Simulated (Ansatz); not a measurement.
# doublet C4H9: levels of theory in one basis

```yaml
atoms:
  - { symbol: C, position_ang: [0.0000, 0.0000, 0.1919] }
  - { symbol: C, position_ang: [0.0000, 1.4782, -0.0209] }
  - { symbol: C, position_ang: [1.2801, -0.7391, -0.0209] }
  - { symbol: C, position_ang: [-1.2801, -0.7391, -0.0209] }
  - { symbol: H, position_ang: [0.0000, 1.7315, -1.0938] }
  - { symbol: H, position_ang: [-0.8870, 1.9458, 0.4176] }
  - { symbol: H, position_ang: [0.8870, 1.9458, 0.4176] }
  - { symbol: H, position_ang: [1.4995, -0.8658, -1.0938] }
  - { symbol: H, position_ang: [2.1286, -0.2047, 0.4176] }
  - { symbol: H, position_ang: [1.2416, -1.7411, 0.4176] }
  - { symbol: H, position_ang: [-1.4995, -0.8658, -1.0938] }
  - { symbol: H, position_ang: [-1.2416, -1.7411, 0.4176] }
  - { symbol: H, position_ang: [-2.1286, -0.2047, 0.4176] }
```

Basis set: cc-pVTZ (spherical functions). Correlated methods keep 4 orbitals frozen. Correlation on ROHF uses semicanonical orbitals with singles. Charge 0, multiplicity 2.

Computed with Ansatz (development build ahead of 0.2.0); each method stands on the lowest determinant of its kind that the runs found.

```json
{"method": "ROHF", "E − E(ROHF) (eV)": "0.00", "<S²> of the determinant": "0.75"}
{"method": "UHF", "E − E(ROHF) (eV)": "-0.13", "<S²> of the determinant": "0.76"}
{"method": "ROHF-MP2", "E − E(ROHF) (eV)": "-18.66", "<S²> of the determinant": "–"}
{"method": "UHF-MP2", "E − E(ROHF) (eV)": "-18.64", "<S²> of the determinant": "0.76"}
```

(1) Is a single determinant a sound starting point here?

## Answers

(1) By this sign, yes. Unrestricted orbitals gain 0.13 eV and <S²> is 0.76 against 0.75 for a pure state.
